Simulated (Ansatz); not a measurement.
Run this with Ansatz's Python interface and show what comes out.

`run_scan.py`
```python
'''Potential curve of H4S2Si along one bond.'''

import ansatz as az
import numpy as np


def main() -> None:
    system = (
        az.Crystal.molecule()
        .atom('Si', [-0.8069, 0.4865, -0.1725])
        .atom('S', [0.3846, -0.1325, 1.4383])
        .atom('S', [1.3923, -1.6181, 0.4648])
        .atom('H', [-1.6648, -0.5668, -0.6295])
        .atom('H', [0.0134, 0.9575, -1.3289])
        .atom('H', [-1.6815, 1.6938, 0.27])
        .atom('H', [2.4242, -0.8884, -0.0878])
    )

    symbols = [site.symbol for site in system.cartesian_sites]
    start = np.array([site.position_ang for site in system.cartesian_sites])
    axis = (start[6] - start[2]) / np.linalg.norm(start[6] - start[2])
    moving = [6]
    lengths, energies = [1.214, 1.269, 1.324, 1.379, 1.435, 1.49, 1.545, 1.628], []
    for length in lengths:
        xyz = start.copy()
        xyz[moving] += (length - np.linalg.norm(start[6] - start[2])) * axis
        point = az.Crystal.molecule()
        for symbol, place in zip(symbols, xyz):
            point = point.atom(symbol, place.tolist())
        setup = (
            point.calculation()
            .basis(gaussian='6-31G*')
            .functional('pbe0', dispersion='d3bj')
        )
        summary = setup.run(threads=1, backend='cpu').report
        energies.append(summary['free_energy_ev'])
        print(f'r = {length:6.3f} A  E = {energies[-1]:.5f} eV  <S^2> = {abs(summary["mean_field"]["state"]["spin_squared"]):.3f}')

    # quartic fit about the minimum
    fit = np.polynomial.Polynomial.fit(lengths, np.array(energies) - min(energies), 4).convert()
    roots = [r.real for r in fit.deriv().roots() if abs(r.imag) < 1e-9 and fit.deriv(2)(r.real) > 0]
    r_e = min(roots, key=lambda r: abs(r - lengths[int(np.argmin(energies))]))
    print(f'minimum of the fit at {r_e:.4f} A, force constant {fit.deriv(2)(r_e):.2f} eV/A^2')


if __name__ == '__main__':
    main()
```

`python run_scan.py` gives:
```text
r =  1.214 A  E = -29601.07154 eV  <S^2> = 0.000
r =  1.269 A  E = -29601.28446 eV  <S^2> = 0.000
r =  1.324 A  E = -29601.37576 eV  <S^2> = 0.000
r =  1.379 A  E = -29601.37600 eV  <S^2> = 0.000
r =  1.435 A  E = -29601.30724 eV  <S^2> = 0.000
r =  1.490 A  E = -29601.19068 eV  <S^2> = 0.000
r =  1.545 A  E = -29601.03986 eV  <S^2> = 0.000
r =  1.628 A  E = -29600.77105 eV  <S^2> = 0.000
minimum of the fit at 1.3510 A, force constant 26.12 eV/A^2
```

Notes:
- Total energies depend on the basis set; only differences at equal settings carry meaning.
- The rest of the molecule is held rigid at a force-field or estimated start geometry, and the basis set is modest; single-reference methods fail as a bond breaks.
- The orbitals are restricted, so S² is zero by construction.
- By the engine's processor time: 9.4 s on 1 thread of Intel(R) Xeon(R) Processor @ 2.30GHz, on a shared host, peak memory 0.23 GiB.
